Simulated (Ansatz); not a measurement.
# Pd (model structure, started from the omega type, P6/mmm, No. 191, 3 atoms in the cell): volume per atom by level of theory

No measured value is used here.

```
level (code)         value (Å³/atom)
-------------------  ---------------
PBE (Ansatz)                   15.70
PBEsol (Ansatz)                14.90
PBE-D3(BJ) (Ansatz)            15.07
```

Ansatz's density-functional and Hartree–Fock values are scalar-relativistic unless marked +SOC, with PAW data made under PBE.

A model structure was made by putting elements into a prototype or built by hand; it is no filed structure, need not be a known phase, and can be a saddle point held by its symmetry.

Ansatz is an electronic-structure program.
